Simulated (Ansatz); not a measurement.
Two shapes of doublet PF2.

Shape 1:

```xyz
3

F     0.0000    0.3486   -1.2224
P     0.0000   -0.6971    0.0000
F     0.0000    0.3486    1.2224
```

Shape 2:

```xyz
3

F     0.0370    0.3276   -1.2486
P     0.0239   -0.6745    0.0377
F    -0.0062    0.3716    1.2663
```

Basis set: def2-SVP (spherical functions). Correlated methods keep 7 orbitals frozen. Correlation on ROHF uses semicanonical orbitals with singles. Charge 0, multiplicity 2.

Computed with Ansatz (development build ahead of 0.2.0); each method stands on the lowest determinant of its kind that the runs found.

Question: Which shape is lower in energy, and by how much in each method?

Answer:

```
      method  E(2) − E(1) (eV)
        ROHF             0.050
         UHF             0.048
    ROHF-MP2             0.012
     UHF-MP2             0.013
ROHF-CCSD(T)             0.012
```

Shape 1 is lower.
